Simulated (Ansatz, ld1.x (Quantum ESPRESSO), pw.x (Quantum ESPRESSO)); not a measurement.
## Ca: one change to the TM potential, in the atom and in the diamond crystal

```
Element                 : calcium (Ca)
Generator               : ld1.x (Quantum ESPRESSO) 7.5
Type                    : norm-conserving Troullier–Martins (Kleinman–Bylander form)
Functional              : PBEsol
Relativity              : scalar-relativistic
Frozen core             : [Ar]
Valence charge          : 2
Reference configuration : 3d0 4s0.5 4p0 (charge +1.5)
Partial waves           : 4p (bound, empty): rc 3.85 bohr; 3d (bound, empty): rc 3.05 bohr; 4s (bound): rc 2.70 bohr
Local potential         : the s channel
Core correction         : Bessel-smoothed model core, default radius (core density twice the valence density)
```

Change: wave 3d (bound): rc 3.05 bohr becomes 3d (bound): rc 4.20 bohr.

Cutoffs, loose and tight: the cutoffs (Ry, on a coarse ladder) from which the occupation-weighted sum of valence levels, in a spherical-Bessel basis at the reference potential, stays within 10 and 1 mRy of its value at 400 Ry. They do not see the model core or the augmentation charge, which bear on the density cutoff. Test errors are all-electron minus pseudo excitation energies from the reference, over the configurations 3d0 4s2 4p0; 3d0 4s1 4p0; 3d0 4s1.5 4p0; 3d1 4s1 4p0; 3d1 4s0 4p0; 3d0 4s0 4p1; 3d0.5 4s1.5 4p0; variants that change the core or the reference have their own tests.

Crystal test: diamond Ca in pw.x 7.5, no spin, 8³ k-points, Fermi–Dirac smearing 0.01 Ry, cutoffs set for each file from its atomic test. The reference is all-electron LAPW (Ansatz 0.2.0) with the same functional, mesh and smearing; V0 and B0 come from Birch–Murnaghan fits to the pressures at five volumes. Errors are pseudo minus all-electron; Δ is the rms difference of the E(V) curves that follow from these fits, minima aligned, over ±6 % about the mean V0. Mesh and smearing are coarse, so the numbers serve the comparison and aren't converged zero-temperature values; the lattice is a test structure that the element need not adopt.

All-electron: a0 = 8.414 Å (V0 = 74.45 Å³/atom), B0 = 4.5 GPa.

Problem. Does the change bring the crystal closer to the all-electron result?

Solution. The mean pressure error goes from +0.06 to -0.02 GPa, so the change moves the solid closer to the all-electron pressures.

```csv
quantity,base,changed
outcome (atom),generated,generated
"cutoff, loose (atom)",6 Ry,6 Ry
"cutoff, tight (atom)",8 Ry,8 Ry
bound ghosts (atom),none,none
largest test error (meV) (atom),-94,+124 over the solved tests; 1 of 7 tests not solved or not reliable
cutoffs in pw.x (Ry),50/200,50/200
a0 (Å),8.447,8.398
a0 error (%),+0.40,-0.18
B0 error (%),+6.0,+3.0
Δ (meV/atom),0.9,0.4
mean pressure error (GPa),+0.06,-0.02
```

Base: The largest radius (3.85 bohr) exceeds half the bond length (3.44 bohr), so the spheres overlap, which is one possible source of error among others. The cutoffs count occupied waves only; the empty 3d level needs 25 Ry at the loose tolerance. Changed file: The largest radius (4.20 bohr) exceeds half the bond length (3.44 bohr), so the spheres overlap, which is one possible source of error among others. Atomic configuration tests: 1 of 7 tests not solved or not reliable. The cutoffs count occupied waves only; the empty 3d level needs 15 Ry at the loose tolerance. The atomic cutoffs weigh occupied waves only.
